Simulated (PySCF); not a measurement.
## Basis-set dependence of population analyses: `NC1CCCC1`

Compound: C5H11N.
Z-matrix (Å and degrees, PBE0-D3(BJ)/def2-SVP geometry), rows numbered from 1:
```
N 
C   1  1.4451
C   2  1.5274  1  112.92
C   3  1.5320  2  104.69  1  -167.80
C   4  1.5516  3  105.81  2    24.94
C   5  1.5323  4  105.49  3     0.04
H   1  1.0201  2  109.67  3    63.19
H   1  1.0182  2  110.45  3   179.80
H   2  1.1069  1  107.40  3   118.87
H   3  1.0997  2  112.54  1    67.91
H   3  1.1053  2  108.10  1   -49.91
H   4  1.1011  3  110.28  2   -94.28
H   4  1.1001  3  111.99  2   147.64
H   5  1.1011  4  110.34  3  -119.30
H   5  1.1002  4  112.40  3   122.37
H   6  1.1051  2  107.88  1    46.55
H   6  1.1017  2  113.06  1   -71.60
```

PBE0 throughout (PySCF), one geometry, spherical d and f functions. The structure is a single PBE0-D3(BJ)/def2-SVP conformer in the gas phase; no vibrational or solvent corrections. Atoms taken as equivalent share a column and are averaged. The first 7 of 10 kinds of atom are listed.

Mulliken charges (e):

```
        basis  functions      N1      C2   C3/C6   C4/C5   H7/H8      H9  H10/H17
       STO-3G         41  -0.413  +0.015  -0.148  -0.147  +0.168  +0.075   +0.075
        6-31G         76  -0.694  -0.069  -0.309  -0.327  +0.286  +0.172   +0.166
       6-31G*        106  -0.753  -0.021  -0.330  -0.340  +0.314  +0.162   +0.170
     def2-SVP        139  -0.212  -0.112  -0.016  -0.059  +0.101  +0.032   +0.034
6-311+G(2d,p)        228  -0.489  +0.081  -0.291  -0.279  +0.222  +0.099   +0.125
    def2-TZVP        252  -0.485  -0.015  -0.185  -0.208  +0.211  +0.077   +0.106
```

IAO charges (e):

```
        basis  functions      N1      C2   C3/C6   C4/C5   H7/H8      H9  H10/H17
       STO-3G         41  -0.435  -0.058  -0.264  -0.258  +0.191  +0.129   +0.132
        6-31G         76  -0.567  -0.013  -0.278  -0.276  +0.238  +0.133   +0.140
       6-31G*        106  -0.565  +0.007  -0.266  -0.263  +0.235  +0.122   +0.132
     def2-SVP        139  -0.554  +0.008  -0.261  -0.259  +0.231  +0.119   +0.129
6-311+G(2d,p)        228  -0.595  +0.006  -0.273  -0.271  +0.247  +0.126   +0.136
    def2-TZVP        252  -0.590  +0.006  -0.273  -0.271  +0.245  +0.125   +0.136
```

Hirshfeld charges (e):

```csv
basis,functions,N1,C2,C3/C6,C4/C5,H7/H8,H9,H10/H17
STO-3G,41,-0.230,+0.060,-0.027,-0.019,+0.086,+0.010,+0.012
6-31G,76,-0.247,+0.025,-0.066,-0.057,+0.102,+0.030,+0.032
6-31G*,106,-0.242,+0.021,-0.067,-0.059,+0.102,+0.030,+0.033
def2-SVP,139,-0.236,+0.019,-0.076,-0.065,+0.105,+0.031,+0.034
"6-311+G(2d,p)",228,-0.239,+0.004,-0.082,-0.073,+0.104,+0.040,+0.039
def2-TZVP,252,-0.240,+0.007,-0.082,-0.073,+0.106,+0.039,+0.038
```

Some averages cover members that differ in this geometry, most widely: C3/C6, Mulliken in 6-311+G(2d,p) -0.327 to -0.257; C4/C5, Mulliken in 6-311+G(2d,p) -0.297 to -0.262 e.

Problem. Which scheme is steadiest as the basis changes?

Solution. Largest range over the bases for any column: Hirshfeld 0.06 e, IAO 0.16 e, Mulliken 0.54 e. Hirshfeld charges move least and Mulliken charges most, counted in e. Without the minimal STO-3G basis the ranges are Hirshfeld 0.02, IAO 0.04, Mulliken 0.54 e.

Problem. How much do the charges still move between the two largest bases, 6-311+G(2d,p) and def2-TZVP?

Solution. At most, over all atoms: Mulliken 0.133 e, IAO 0.005 e, Hirshfeld 0.003 e.

Problem. What do the same runs give for the total energy, the frontier levels and the dipole moment?

Solution. 
```
        basis  energy (Eh)  HOMO (eV)  LUMO (eV)  μ (D)
       STO-3G    -248.5716      -3.78       9.22   1.39
        6-31G    -251.5289      -6.19       2.45   1.59
       6-31G*    -251.5941      -6.37       2.51   1.32
     def2-SVP    -251.4224      -6.49       1.66   1.20
6-311+G(2d,p)    -251.6746      -6.76       0.31   1.28
    def2-TZVP    -251.6915      -6.71       1.05   1.24
```

The dipole is fixed by the density alone, so its range of 0.39 D shows that the density itself changes with the basis, not only its division among atoms.
